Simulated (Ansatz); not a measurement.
For Ag (P6₃/mmc, No. 194, 2 atoms in the cell; start mp-10597; another form than the element's usual one), PBEsol in Ansatz (plane waves, PAW) gives:

```
Item                  Result
-------------------  -------
lattice constant a   2.861 Å
lattice parameter c  4.707 Å
```

Question: What does r²SCAN (PAW; Ansatz, a quantum-chemistry and plane-wave program) give for the same quantities?

Answer: 
- lattice constant a: 2.897 Å (grows by 1.3 %)
- lattice parameter c: 4.765 Å (rises by 1.2 %)

Changes are worked out from the printed values.

Unless a cell is named, each level is at its own relaxed cell (PBEsol 16.69, r²SCAN 17.32 Å³/atom).

Caveats: the relaxation could not lower the start's symmetry, so the cell can be a saddle point above a distorted one (PBEsol, r²SCAN). Ansatz's density-functional and Hartree–Fock values are scalar-relativistic unless marked +SOC, with PAW data made under PBE.

A start named mp-… is a Materials Project structure, which need not be a measured phase.
